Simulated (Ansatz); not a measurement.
Isolated molecules relaxed with PBE0-D4/def2-TZVP in Ansatz; ΔE leaves out vibrations. CCSD(T)/CBS adds triple-zeta CCSD(T) − MP2 to the extrapolated MP2 energy (def2 sets, frozen cores). This one scheme is used for every species. DFT in def2-TZVPP. B3LYP here is the variant with VWN-RPA as its local correlation; programs differ in this. One conformer a species, not always the lowest.

Consider the hydrogenolysis of the Al–C bond: `[CH3][AlH][OH]` + H₂ → `[OH][AlH2]` + CH₄.

CCSD(T)/CBS gives -20.9 kJ/mol.

**Question.** Another level gave -18.9 kJ/mol. Which?
A. HF/def2-TZVPP
B. B3LYP-D4/def2-TZVPP
C. CAM-B3LYP/def2-TZVPP
D. r2SCAN/def2-TZVPP

**Answer.** D. r2SCAN -18.9, B3LYP-D4 -24.0, HF/def2-TZVPP -45.5, CAM-B3LYP -29.4 kJ/mol.

Largest T1 diagnostic among the species: 0.012.

Leaving LDA and LC-ωPBE aside and taking each functional with its dispersion term where it has one, the values, not all of them listed here, spread over 17.0 kJ/mol, from B97M-V to revPBE-D4. LDA lies +4.0 kJ/mol from PBE without D4. The D4 term adds +5.1 kJ/mol with B3LYP and +2.8 kJ/mol with PBE0; it sums over pairs of atoms, weighted by their polarisabilities, and B3LYP, whose exchange is more repulsive, gets the larger term. From BLYP to BHLYP (50 % exact exchange), in def2-TZVPP and without D4, ΔE moves by −6.2 kJ/mol.
